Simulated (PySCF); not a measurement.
Fractional electron number in H⁻ (hydrogen, charge -1)

The 1s beta orbital of 1s2 is emptied in steps (occupation f), with all orbitals relaxed, ending at 1s1. All numbers are calculated (PySCF 2.14, no relativity, point nucleus, in def2-TZVPPD). The exact energy is a straight line in f; departures are measured from the line between the end points of the same method.

```csv
f,LDA (eV),BHandHLYP (eV),CAM-B3LYP (eV),r2SCAN0 (eV)
1,0.000,0.000,0.000,0.000
0.75,-0.730,-0.319,-0.281,-0.466
0.5,-0.956,-0.435,-0.376,-0.613
0.25,-0.694,-0.333,-0.284,-0.466
0,0.000,0.000,0.000,0.000
```

Task: For CAM-B3LYP, how does the orbital energy at f = 1 compare with the removal energy?

Result: −ε = -1.311 eV against a total-energy difference of 0.189 eV. By Janak's theorem ε = ∂E/∂f, so the gap between them reflects the curvature. Along the path −ε is -0.562 (f = 0.75), 0.180 (f = 0.5), 0.948 (f = 0.25) eV.

| method | E(f=0) − E(f=1) (eV) | −ε at f=1 (eV) | −ε at f=0.5 (eV) |
| --- | --- | --- | --- |
| LDA | 0.120 | -3.813 | 0.208 |
| BHandHLYP | 0.035 | -1.637 | -0.008 |
| CAM-B3LYP | 0.189 | -1.311 | 0.180 |
| r2SCAN0 | 0.022 | -2.502 | 0.046 |

As f goes to zero the orbital energy of a semilocal functional can turn back, because the density of that orbital vanishes from the exchange-correlation potential.

At f = 1 the orbital energy is positive for LDA, BHandHLYP, CAM-B3LYP, r2SCAN0: only the finite basis holds the electron.

Reference removal energy between the ground levels: 0.754 eV (measured; photodetachment measurements, as compiled on the Wikipedia data page of electron affinities).
